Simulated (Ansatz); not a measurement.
# H₂S, singlet: the ladder up to UCCSDT(Q)

Geometry: a point of a stretch scan, not a stationary point.

```xyz
3

S     0.0000   -0.1023   -0.0492
H     0.0000    0.8269   -1.0164
H     0.0000    2.4264    2.5830
```

Basis cc-pVDZ; Ansatz 0.2.0. Only valence electrons are correlated (noble-gas cores frozen), which leaves 8 electrons in 23 orbitals. R marks a restricted (for open shells ROHF) determinant, U an unrestricted one. Active spaces: pair = (2e, 2o) about the gap; valence = (8e, 6o) chosen from the atoms' valence shells.

Full CI isn't at hand for all of this; UCCSDT(Q) serves as the reference, and is uncertain by the last step of the cluster series or more. The frozen core follows each run's orbitals, which can shift R against U totals by a few meV.

Unrestricted rows (U) aren't spin-pure: their determinants' ⟨S²⟩ exceeds S(S+1) by up to 1.00, so they mix in states of higher spin.

RHF is unstable: UHF (⟨S²⟩ = 1.00) lies 4.46 eV below the lowest RHF solution. Higher spins weren't run at this geometry and may lie near or lower.

- UHF ⟨S²⟩: 1.005
- T1 diagnostic (RCCSD): 0.0361
- largest doubles amplitude (RCCSD): 0.783

From what is known of these methods and the diagnostics, rank them by the size of their error in total energy against UCCSDT(Q) in cc-pVDZ, smallest first (an estimate: the text doesn't fix the numbers).
A. CASSCF (pair space)
B. NEVPT4(SD) (valence space)
C. MRCISD+Q (valence space)
D. RCCSDT(Q)
E. NEVPT2 (valence space)

D (0.55 mEh), C (1.06 mEh), B (1.74 mEh), E (27.90 mEh), A (140.29 mEh).

All errors are against UCCSDT(Q) in cc-pVDZ. Below it: RCCSDT(Q), MRCISD+Q (valence space). With a doubles amplitude of 0.78 one determinant is a poor start, and the places of the levels built on it change with the geometry. Within each family the higher level lies nearer, as is usual though not guaranteed.

The program itself flagged as in doubt: RCCSDT(Q).

Natural occupations of CASSCF (valence space) about the gap: 2.000 1.997 1.976 1.132 0.868 0.028; effectively unpaired electrons, Σ n²(2−n)², 1.94.
